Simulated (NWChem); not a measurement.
Correlation energy of CHO (+1)

```xyz
3

C      0.0000     0.0000    -0.5219
O      0.0000     0.0000     0.5966
H      0.0000     0.0000    -1.6409
```
Charge +1, spin multiplicity 1.

The numbers come from NWChem runs, not from measurements. All single points use one geometry, from PBE/def2-SVP, a minimum by its harmonic frequencies.

Basis set: STO-3G. Each correlation energy counts from its own Hartree-Fock reference.

The correlated methods keep 2 core orbitals frozen. The structure started from a generated list of species. No row is a measurement; the coupled-cluster row has its own basis-set and correlation limits.

**Question.** Order these methods by the correlation energy they give, lowest first: SCS-MP2, CCSD, CR-CCSD[T], MP2, CCSD+T(CCSD), CR-CCSD(T).

**Answer.** CCSD+T(CCSD) (-166.6 mHa), CR-CCSD[T] (-165.0 mHa), CR-CCSD(T) (-163.3 mHa), CCSD (-159.5 mHa), MP2 (-154.4 mHa), SCS-MP2 (-152.7 mHa)
